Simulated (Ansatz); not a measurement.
Process, species as SMILES: ClCCl → [CH2]Cl (CH2-Cl) + Cl atom
B3LYP-D3(BJ)/def2-TZVP geometries, fixed; electronic energies without zero-point terms.
Largest species:
```xyz
5

C      0.0039     0.0052     0.7673
Cl    -0.0175     1.4825    -0.2263
Cl     0.0153    -1.4855    -0.2061
H     -0.8904    -0.0005     1.3784
H      0.9045     0.0193     1.3690
```

Effect of the final integration grid (spheres per factor e of radius in core and valence, angular degree) at PBE0/def2-TZVPP with Ansatz (an electronic-structure program), against the last row, where the bond dissociation energy is 80.11 kcal/mol. Open shells are unrestricted. The default's grid is 13, 11, 36.

```tsv
setting	largest shift of a total energy (mEh)	shift of the bond dissociation energy (kcal/mol)
accuracy: medium (default)	0.000	0.000
final_grid: 4, 3, 11	2.547	-1.822
final_grid: 6, 5, 17	-0.156	0.112
final_grid: 8, 7, 23	0.012	0.002
final_grid: 10, 9, 29	0.001	0.000
final_grid: 18, 15, 47	0.000	0.000
final_grid: 26, 22, 59	0.000	0.000
```

Within 0.3 kcal/mol in the bond dissociation energy: accuracy: medium (default); final_grid: 6, 5, 17; final_grid: 8, 7, 23; final_grid: 10, 9, 29; final_grid: 18, 15, 47. The largest shift is 2.547 mEh in a total energy and 1.822 kcal/mol in the difference.
